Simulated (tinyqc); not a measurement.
Inside a calculation. Method: Pariser-Parr-Pople SCF with singles CI, for the molecule C1=CC=C1 (SMILES; centres numbered as the heavy atoms are written). One step of it, computed by the program tinyqc.

Problem. Iteration 3: orbitals and new P. Diagonalise F (the basis is taken as orthonormal) and form P = 2 sum c c over the lowest orbitals; 0.3 of the old P is kept.

F (eV), order 1C, 2C, 3C, 4C:
```
[[-4.163424, -3.148911, -1.055730, -6.017202],
 [-3.148911, -6.506576, -6.017202, 1.055730],
 [-1.055730, -6.017202, -4.163424, -3.148911],
 [-6.017202, 1.055730, -3.148911, -6.506576]]
```

pi electrons, sum of z_r less the charge = 4

P after iteration 2, order 1C, 2C, 3C, 4C:
```
[[0.652243, 0.136559, 0.337215, 0.863379],
 [0.136559, 1.347757, 0.863379, -0.337215],
 [0.337215, 0.863379, 0.652243, 0.136559],
 [0.863379, -0.337215, 0.136559, 1.347757]]
```

Give: orbital energies; P after iteration 3.

Solution.

orbital energies (eV): [-14.502, -8.967, -1.703, 3.832]

P after iteration 3, order 1C, 2C, 3C, 4C:
```
[[0.677, 0.114, 0.311, 0.885],
 [0.114, 1.323, 0.885, -0.311],
 [0.311, 0.885, 0.677, 0.114],
 [0.885, -0.311, 0.114, 1.323]]
```
